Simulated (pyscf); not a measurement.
Optimised with ωB97X-D3(BJ)/def2-SVP in PySCF.

For the elementary gas-phase step TeH₂ (SMILES [TeH2]) + GeH₄ (SMILES [GeH4]) -> H₃Ge–TeH (SMILES [GeH3][TeH]) + H₂ (SMILES [H][H]) (singlet surface; H–Te, Ge–H broken, Ge–Te, H–H formed), what barrier and reaction energy does r²SCAN/def2-TZVP give, measured from the separated reactants?

ΔE‡ = 194.7 kJ/mol, ΔE = -44.7 kJ/mol. ωB97M-D3(BJ)/def2-TZVP gives 225.2 kJ/mol and -35.4 kJ/mol. Zero-point energy shifts the barrier by -0.2 kJ/mol. It is a four-centre exchange, with an imaginary mode of 1470i cm⁻¹. This is the saddle that the search found; another between the same sides may lie lower. Elements up to Kr have no core potential and no relativistic terms here. Elements past Kr carry the def2 core potentials, without spin-orbit coupling.
